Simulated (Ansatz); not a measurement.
Ansatz (a quantum-chemistry and plane-wave program) input:

Ansatz 0.2 input:
```yaml
crystal:
  periodic: [false, false, false]
  atoms:
    - {symbol: N, position_ang: [-1.06982458, 0.19432482, 0.10751560]}
    - {symbol: C, position_ang: [0.27236484, 0.31364904, -0.04785169]}
    - {symbol: O, position_ang: [1.05073958, -0.61125119, -0.08188812]}
    - {symbol: H, position_ang: [-1.47667231, -0.72197082, 0.20424856]}
    - {symbol: H, position_ang: [-1.66665177, 1.00198023, 0.12805939]}
    - {symbol: H, position_ang: [0.59199050, 1.36783209, -0.14270206]}
basis:
  gaussian:
    orbitals: def2-TZVP
hamiltonian:
  xc: b3lyp
  dispersion: d3bj
phonons: {temperatures: {t_min: 298.15, t_max: 298.15, t_step: 100}}
```

### Question
Predict the final energy.

### Answer
-169.97625 Eh (B3LYP-D3(BJ)/def2-TZVP). The basis has 111 functions.
